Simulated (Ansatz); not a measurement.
The input, for Ansatz 0.2.0:

```yaml
crystal:
  periodic: [false, false, false]
  atoms:
    - {symbol: B, position_ang: [0.000000, 0.000000, 0.675628]}
    - {symbol: B, position_ang: [0.000000, 0.000000, -0.909454]}
    - {symbol: H, position_ang: [0.000000, 1.047868, 1.253990]}
    - {symbol: H, position_ang: [0.000000, -1.047868, 1.253990]}
basis:
  gaussian: {orbitals: 6-31G}
magnetization: {spin_polarized: false, initial_magnetization: 2}
correlation: {method: fic_mrcisd_q_relaxed, electrons: outside_noble_gas, active_space: {window: {electrons: 8, orbitals: 10}, shells: [{species: B, l: s, shell: 2}, {species: B, l: p, shell: 2}, {species: H, l: s, shell: 1}]}}
```

```sh
$ ansatz run in.yaml --threads 1 --pin off --events-out ev --progress --plain --max-ram 2393MiB
```

Log:

```
505 factors; integrals over basis functions are off by at most 1.9e-7 eV
mean field evaluation 1: about -1369.0562 eV, gradient 1.1e1 eV
mean field evaluation 2: about -1369.0577 eV, gradient 1.1e1 eV
mean field evaluation 4: about -1370.4682 eV, gradient 2.2e0 eV
mean field evaluation 8: about -1370.6591 eV, gradient 1.6e-1 eV
mean field evaluation 16: about -1369.8751 eV, gradient 2.7e0 eV
mean field -1370.65938316 eV, -50.3708032648 hartree, gradient 2.8e-6 eV, S^2 2.000000; 2 other end points of the search recorded, 0 dependent functions left out
reference -1370.65938316 eV, -50.3708032648 hartree; 7, 5 occupied and 15, 17 virtual orbitals, 505 factors
state -1372.60192891 eV, -50.4421905045 hartree
contracted CI cycle   1: correlation 0.00000000 eV, 0.0000000000 hartree, residual 6.36e0 eV
contracted CI cycle   2: correlation -0.81766854 eV, -0.0300487647 hartree, residual 1.59e0 eV
contracted CI cycle   3: correlation -0.86156597 eV, -0.0316619653 hartree, residual 5.12e-1 eV
contracted CI cycle   4: correlation -0.86635914 eV, -0.0318381113 hartree, residual 2.01e-1 eV
contracted CI cycle   5: correlation -0.86727243 eV, -0.0318716741 hartree, residual 1.04e-1 eV
contracted CI cycle   6: correlation -0.86754082 eV, -0.0318815372 hartree, residual 5.56e-2 eV
contracted CI cycle   7: correlation -0.86760983 eV, -0.0318840731 hartree, residual 2.88e-2 eV
contracted CI cycle   8: correlation -0.86762373 eV, -0.0318845840 hartree, residual 1.17e-2 eV
contracted CI cycle   9: correlation -0.86762597 eV, -0.0318846661 hartree, residual 4.68e-3 eV
contracted CI cycle  10: correlation -0.86762637 eV, -0.0318846811 hartree, residual 1.95e-3 eV
contracted CI cycle  11: correlation -0.86762644 eV, -0.0318846836 hartree, residual 8.58e-4 eV
state -1372.60192891 eV, -50.4421905045 hartree; corrected -1373.48722001 eV, -50.4747243522 hartree
Total energy: -1373.48722001 eV, -50.4747243522 hartree
Checks for a lower state left out: starts, orbital_swaps
```

For the same geometry and basis full CI lies 1.4 meV higher.

Ran on 1 thread of Arm Neoverse N1, shared host: 12 s wall, 0.53 GiB peak host memory.
